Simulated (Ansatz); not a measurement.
A calculation with Ansatz (development build ahead of 0.2.0).

```yaml
crystal:
  periodic: [false, false, false]
  atoms:
    - { symbol: C, position_ang: [0.00132, 0.02151, -0.63619] }
    - { symbol: F, position_ang: [0.01757, 0.97863, 0.18466] }
    - { symbol: F, position_ang: [0.00284, -1.05909, 0.16173] }
basis:
  gaussian: { orbitals: "6-31G" }
hamiltonian:
  xc: hf
correlation:
  method: mp2
  frozen_orbitals: { C: 1, F: 1 }
```

The input is written out in the form of the current development build from the run's settings.

Results

| Property | Result |
| --- | --- |
| Converged | yes |
| Reference energy | -236.56785 hartree |
| Correlation energy | -0.31920 hartree |
| Total energy | -236.88706 hartree |
| Spin squared of the determinant | 0.000 |
